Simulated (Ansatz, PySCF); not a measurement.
Molecule: C3H2N (charge 0, doublet). It need not be the lowest isomer of its formula. SMILES: C(C#N)=[CH]
Geometry: optimised at B3LYP-D3(BJ)/def2-TZVP (Ansatz, a first-principles code).

Wanted: atomisation energy (electronic, to ground-state atoms), in kJ/mol. Correlated levels leave the core frozen unless marked. UHF or UKS for open shells. Spin-orbit coupling is left out. No relativistic terms. The coupled-cluster limit lacks core correlation, which all-electron functionals hold. CBS marks a two-point X^-3 extrapolation of the correlation energy; Hartree-Fock from the larger set. The bracket is a focal-point correction in the basis named.

```tsv
level	program	atomisation energy (kJ/mol)
BP86-D3(BJ)/def2-TZVPD	PySCF + dftd3	2828.5
TPSS-D4/def2-TZVPD	PySCF + dftd4	2721.3
PBE0/def2-SVP	Ansatz	2746.3
PW6B95-D3(BJ)/def2-TZVPD	PySCF + dftd3	2701.9
MP2/6-31G	Ansatz	2266.6
MP2/aug-cc-pVDZ	Ansatz	2497.6
SCS-MP2/6-31G	Ansatz	2247.9
```

**Question.** Predict the RI-MP2/CBS(cc-pVTZ,cc-pVQZ)+[CCSD(T)-MP2]/cc-pVTZ result (Ansatz).

**Answer.** 2664.3 kJ/mol, so SCS-MP2/6-31G differs from it by -416.4 kJ/mol.
